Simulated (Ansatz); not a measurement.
Gas-phase electronic energies from Ansatz, PBE0-D4/def2-TZVP geometries. CCSD(T)/CBS is the MP2 limit (def2-TZVPP, def2-QZVPP) plus CCSD(T) − MP2 in def2-TZVPP, frozen cores. This one scheme is used for every species. DFT in def2-TZVPP. One conformer a species, not always the lowest.

Consider the ligand exchange at the Si–N bond: `C[Si]N` + HCl → `C[Si]Cl` + NH₃.

| level | ΔE (kJ/mol) |
| --- | --- |
| B2PLYP | -21.0 |
| MP2/def2-SVP | -10.1 |

Question: What does CCSD(T)/CBS give? (An estimate is asked.)

Answer: The calculation gave: -21.7 kJ/mol. The listed levels differ from it by 0.7, 11.6 kJ/mol.

Question: What do rigid-rotor, harmonic-oscillator terms from PBE0-D4/def2-TZVP frequencies (298.15 K, 1 bar) make of the CCSD(T)/CBS value? (Best estimate.)

Answer: Computed: ΔZPE = +5.7 kJ/mol, ΔH = -15.4 kJ/mol, ΔS = 7 J/(mol·K), ΔG = -17.4 kJ/mol. Modes under 50 cm⁻¹ make the entropy rough.

Largest T1 diagnostic among the species: 0.013.

Leaving LDA and LC-ωPBE aside and taking each functional with its dispersion term where it has one, the values, not all of them listed here, spread over 7.1 kJ/mol, from B97M-V to CAM-B3LYP-D4. LDA lies +9.6 kJ/mol from PBE without D4. At CCSD(T), def2-SVP lies +10.5 kJ/mol from the extrapolated value and def2-TZVPP +3.9 kJ/mol.
